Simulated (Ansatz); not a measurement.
# C3H7FS: up Jacob's ladder to CCSD(T)

The task here is to estimate one member of a computed series from the others.

Computed with Ansatz 0.2.0, Gaussian basis. Level: functionals in def2-TZVPP, the program's frozen cores in correlated methods.

Levels to be run: PBE-D4, r2SCAN-D4, PBE0-D4, B3LYP-D4, ωB97X-V, ωB97M-V, B2PLYP; CCSD(T)/def2-TZVPP; MP2/def2-QZVPP; extrapolation to the limit.

## The relaxed structure

An earlier PBE0-D4 in a triple-zeta def2 set relaxation fixed the geometry.

SMILES `CC(C)(F)S`, 12 atoms, charge 0, spin multiplicity 1.

Atoms are counted from 1 here; the program's logs count them from 0.

Bond lengths: C1–C2 1.509 Å, C1–H6 1.091 Å, C1–H7 1.093 Å, C1–H8 1.089 Å, C2–C3 1.509 Å, C2–F4 1.388 Å, C2–S5 1.841 Å, C3–H9 1.091 Å, C3–H10 1.089 Å, C3–H11 1.093 Å, S5–H12 1.342 Å. Angles: C2–C1–H6 110.5°, C2–C1–H7 109.6°, C2–C1–H8 110.2°, H6–C1–H7 108.6°, H6–C1–H8 108.7°, H7–C1–H8 109.3°, C1–C2–C3 113.6°, C1–C2–F4 107.8°, C1–C2–S5 111.9°, C3–C2–F4 107.8°, C3–C2–S5 111.9°, F4–C2–S5 103.2°, C2–C3–H9 110.5°, C2–C3–H10 110.2°, C2–C3–H11 109.5°, H9–C3–H10 108.7°, H9–C3–H11 108.6°, H10–C3–H11 109.3° and more.

Set-up of the first run:

in.yaml reads:

```yaml
crystal:
  periodic: [false, false, false]
  atoms:
    - {symbol: C, position_ang: [-1.193303, -0.308233, 0.498599]}
    - {symbol: C, position_ang: [-0.116887, 0.118918, -0.468690]}
    - {symbol: C, position_ang: [1.231647, -0.493645, -0.180615]}
    - {symbol: F, position_ang: [-0.503600, -0.284226, -1.738808]}
    - {symbol: S, position_ang: [-0.019483, 1.950808, -0.620979]}
    - {symbol: H, position_ang: [-0.953188, 0.025167, 1.509391]}
    - {symbol: H, position_ang: [-1.271461, -1.398778, 0.501049]}
    - {symbol: H, position_ang: [-2.151907, 0.120166, 0.207928]}
    - {symbol: H, position_ang: [1.597401, -0.171356, 0.795544]}
    - {symbol: H, position_ang: [1.951884, -0.192615, -0.940589]}
    - {symbol: H, position_ang: [1.145121, -1.583549, -0.177282]}
    - {symbol: H, position_ang: [0.360675, 2.162144, 0.648452]}
basis:
  gaussian: {orbitals: def2-TZVPP}
hamiltonian: {xc: pbe, dispersion: d4}
output: {forces: true, orbitals: {seedname: orbitals}}
```

Command:

```
ansatz run in.yaml --threads 4 --pin off --events-out ev --progress --plain --max-ram 10444MiB
```

Among the steps run: PBE-D4 (GGA); r2SCAN-D4 (meta-GGA); PBE0-D4 (hybrid); B3LYP-D4 (hybrid); ωB97X-V (range-separated); ωB97M-V (range-separated); B2PLYP (double hybrid); CCSD(T) in def2-TZVPP; MP2 in def2-QZVPP.

One table of the session follows, with a row left open; its other results are not shown here.

| method | atomisation energy (eV) |
| --- | --- |
| PBE-D4 | ? |
| r2SCAN-D4 | 46.857 |
| PBE0-D4 | 46.942 |
| B3LYP-D4 | 46.620 |
| ωB97X-V | 46.831 |
| ωB97M-V | 46.899 |
| B2PLYP | 46.139 |
| HF/def2-TZVPP | 34.261 |
| MP2/def2-TZVPP | 46.217 |
| CCSD/def2-TZVPP | 44.905 |
| CCSD(T)/def2-TZVPP | 45.575 |
| MP2/CBS | 47.352 |
| CCSD(T)/CBS | 46.709 |

Q: Estimate the row for PBE-D4 from the others.

**Answer.** atomisation energy (eV): 47.723. In the column «atomisation energy (eV)» it is the highest.

Caveats from the session: Free atoms (3 C, 1 F, 1 S, 7 H) were run apart at each level; the atomisation energy is their sum less the molecule, without zero-point or spin-orbit terms.
